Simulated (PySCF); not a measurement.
Molfile (atoms numbered from 1):
```
C5H9N
     RDKit          3D

 15 14  0  0  0  0  0  0  0  0999 V2000
   -2.1918    0.2614    0.3917 C   0  0  0  0  0  0  0  0  0  0  0  0
   -0.9288   -0.4130   -0.1184 C   0  0  0  0  0  0  0  0  0  0  0  0
    0.3435    0.2941    0.3257 C   0  0  0  0  0  0  0  0  0  0  0  0
    1.6057   -0.4012   -0.1880 C   0  0  0  0  0  0  0  0  0  0  0  0
    2.8357    0.2636    0.2237 C   0  0  0  0  0  0  0  0  0  0  0  0
    3.8015    0.8047    0.5610 N   0  0  0  0  0  0  0  0  0  0  0  0
   -2.2621    1.3008    0.0336 H   0  0  0  0  0  0  0  0  0  0  0  0
   -3.0953   -0.2684    0.0551 H   0  0  0  0  0  0  0  0  0  0  0  0
   -2.2129    0.2900    1.4928 H   0  0  0  0  0  0  0  0  0  0  0  0
   -0.9512   -0.4596   -1.2216 H   0  0  0  0  0  0  0  0  0  0  0  0
   -0.9012   -1.4621    0.2255 H   0  0  0  0  0  0  0  0  0  0  0  0
    0.3812    0.3457    1.4267 H   0  0  0  0  0  0  0  0  0  0  0  0
    0.3362    1.3382   -0.0293 H   0  0  0  0  0  0  0  0  0  0  0  0
    1.5963   -0.4502   -1.2899 H   0  0  0  0  0  0  0  0  0  0  0  0
    1.6433   -1.4441    0.1688 H   0  0  0  0  0  0  0  0  0  0  0  0
  1  2  1  0
  2  3  1  0
  3  4  1  0
  4  5  1  0
  5  6  3  0
  1  7  1  0
  1  8  1  0
  1  9  1  0
  2 10  1  0
  2 11  1  0
  3 12  1  0
  3 13  1  0
  4 14  1  0
  4 15  1  0
M  END
```

Geometry: PBE0-D3(BJ)/def2-SVP; GIAO shifts from PySCF 2.14, gas phase, non-relativistic, averaged over equivalent atoms.

At PBE0/6-31G (72 basis functions, 4.5 s wall time on 1 thread of an x86-64 server CPU, shared host):
| atoms | δ (ppm) |
| --- | --- |
| C5 | 117.5 |
| C3 | 30.0 |
| C2 | 25.0 |
| C4 | 19.7 |
| C1 | 16.1 |
| N6 | 263.0 |
| H14/H15 | 2.20 |
| H12/H13 | 1.84 |
| H10/H11 | 1.44 |
| H7/H8/H9 | 1.20 |

Scale: 13C (σref 199.54), 1H (σref 32.61) against TMS; 15N (σref 260.69) against NH3 (reference shieldings calculated alike).

Q: Estimate the result of repeating the calculation with HF/pcSseg-1.

A: 
| atoms | δ at HF/pcSseg-1 | change |
| --- | --- | --- |
| C5 | 130.0 | +12.5 |
| C3 | 28.6 | -1.4 |
| C2 | 23.4 | -1.6 |
| C4 | 15.7 | -4.0 |
| C1 | 15.6 | -0.5 |
| N6 | 310.5 | +47.5 |
| H14/H15 | 1.81 | -0.39 |
| H12/H13 | 1.32 | -0.52 |
| H10/H11 | 0.98 | -0.46 |
| H7/H8/H9 | 1.12 | -0.08 |

References, each an isolated molecule treated in the same way: 13C (σ = 190.85 ppm) and 1H (σ = 31.69 ppm) vs TMS; 15N (σ = 265.72 ppm) against NH3.

The largest change is at N6 (nitrile nitrogen). Cost: 147 basis functions, 5.4 s wall time on 1 thread of an Arm Neoverse V1, shared host. The order of the carbon signals is the same at both levels.

Experimental scales use liquid or dissolved standards, which lie at an offset from isolated NH3 (liquid NH3: subtract about 20 ppm). Unscaled 15N shifts of sp2 nitrogen come out 20 to 40 ppm too high even then.
